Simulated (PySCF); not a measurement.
Structure problem from calculated spectra and properties.

Formula: P5; charge -1.

| Property | Result |
| --- | --- |
| Polarisability | 136.4 au [wB97X-D/def2-SVPD] |
| UV, first state | lowest singlet excitation: 3.58 eV (347 nm, f = 0.000 summed over 2 states within 0.01 eV) [TDDFT wB97X-D/def2-SVPD] |
| NMR, other nuclei | isotropic shieldings of nuclei other than C and H, by class: -236 (5 P) ppm [GIAO B3LYP/pcSseg-2] |
| XPS | P2p3/2 131.1 (×5), P1s 2144.6 (×5) eV [ΔSCF SCAN, pcX-2 on the ionised atom, pcseg-1 elsewhere, spin-free X2C, 2p3/2 from a spin–orbit splitting computed afterwards within the 2p shell] |
| Valence photoelectron | vertical electron detachment energy: 4.05 eV [ΔSCF wB97X-D/def2-SVPD] |
| Triplet | lowest triplet excitation (Tamm–Dancoff): 2.77 eV [TDA wB97X-D/def2-SVPD] |
| UV, strongest line | among the 10 lowest singlet transitions: S7/S8 at 4.29 eV (289 nm, f = 0.227 summed over these states) [TDDFT wB97X-D/def2-SVPD] |
| Rotational structure | rotational constants A, B, C: 2.040, 2.038, 1.019 GHz [PBE0-D3(BJ)/def2-SVP] |

Gas-phase values; electronic properties from PySCF, density fitting. Levels stand in brackets. Isolated species at its PBE0-D3(BJ)/def2-SVP geometry, gas phase. No diffuse functions stand in pcSseg-2, which bears on an anion's orbital energies. NMR values are class means; diastereotopic atoms form classes of their own.

**Question.** Give a SMILES that accounts for the data.

**Answer.** Numbering: `[p:1]1[p:2][p:3][p-:4][p:5]1`. The other shieldings belong to: -236 ppm, phosphorus bonded to 2 P [P1/P2/P3/P4/P5]. The core levels belong to: P2p3/2 131.1 eV, phosphorus bonded to 2 P [P1/P2/P3/P4/P5]; P1s 2144.6 eV, phosphorus bonded to 2 P [P1/P2/P3/P4/P5]. The optimised geometry has point group D5h and is an oblate symmetric top (the spread among constants that symmetry makes equal is optimisation noise). Structure: `p1pp[p-]p1`. The assignments are read from this structure; whether some other isomer fits the data as well wasn't checked.
